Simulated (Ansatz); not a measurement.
Predict the output of the script below (Ansatz 0.2.0, Python API).

The script, `composite_ch2f.py`:
```python
"""Relax CH2F cheaply, then refine its energy."""

import ansatz
from ase import Atoms
import numpy as np


def main() -> None:
    atoms = Atoms(["C", "F", "H", "H"], positions=[
        [-0.04375, -0.0586, -0.10616],
        [0.9526, 0.69363, 0.35806],
        [-0.9396, 0.47003, -0.36083],
        [0.03074, -1.10506, 0.10892],
    ])
    system = ansatz.Crystal.molecule_from_ase(atoms)

    setup = (
        system.calculation()
        .basis(gaussian="def2-SVP")
        .functional("pbe0")
        .spin("collinear", total=1)
        .accuracy("medium")
    )
    symbols = [site.symbol for site in system.cartesian_sites]
    start = np.array([site.position_ang for site in system.cartesian_sites], dtype=float)
    report = setup.relax(force_tolerance=0.01).run().report
    end = np.array(report["positions_ang"])
    print("final positions (A) and the move of each atom")
    for symbol, xyz, old in zip(symbols, end, start):
        print(f"{symbol:2s} {xyz[0]:10.5f} {xyz[1]:10.5f} {xyz[2]:10.5f}   {np.linalg.norm(xyz - old):7.4f}")

    minimum = ansatz.Crystal.molecule()
    for symbol, place in zip(symbols, end):
        minimum = minimum.atom(symbol, place.tolist())
    at_minimum = minimum.calculation().spin("collinear", total=1)
    # MP2 extrapolated to the basis limit, plus the small-basis difference CCSD(T) - MP2
    level = lambda method, basis: at_minimum.basis(gaussian=basis).correlation(method).run().report
    small, large, cluster = level("mp2", "cc-pVDZ"), level("mp2", "cc-pVTZ"), level("ccsd_t", "cc-pVDZ")
    corr = lambda each: (each["free_energy_ev"] - each["reference_energy_ev"]) / 27.211386246
    mp2_limit = (27 * corr(large) - 8 * corr(small)) / 19
    pieces = {"HF / cc-pVTZ": large["reference_energy_ev"] / 27.211386246, "MP2 correlation, DZ-TZ limit": mp2_limit, "CCSD(T) - MP2 / cc-pVDZ": corr(cluster) - corr(small)}
    for name, value in pieces.items():
        print(f"{name:32s} {value:14.6f} Ha")
    print(f"{'sum':32s} {sum(pieces.values()):14.6f} Ha")
    print("T1 diagnostic", round(cluster["correlation"]["coupled_cluster"]["t1_diagnostic"], 4))


if __name__ == "__main__":
    main()
```

```console
$ python composite_ch2f.py
final positions (A) and the move of each atom
C    -0.02151   -0.05300   -0.13328    0.0355
F     0.95137    0.69518    0.36576    0.0079
H    -0.95418    0.47308   -0.35309    0.0168
H     0.02431   -1.11526    0.12060    0.0168
HF / cc-pVTZ                        -138.460671 Ha
MP2 correlation, DZ-TZ limit          -0.437236 Ha
CCSD(T) - MP2 / cc-pVDZ               -0.026419 Ha
sum                                 -138.924326 Ha
T1 diagnostic 0.015
```

What to keep in mind:
- The settings weren't tested for convergence.
- The sum leaves out core correlation, relativity, the Hartree-Fock basis error and zero-point energy; a DZ-TZ extrapolation is rough.
- The species is open-shell (spin multiplicity 2).
- Inner cores stay frozen, so this is valence correlation.
- An extrapolation from small basis sets is rough.
- Run time: 7.6 s on 1 thread of Arm Neoverse V1, with other jobs on the host, peak memory 0.19 GiB.
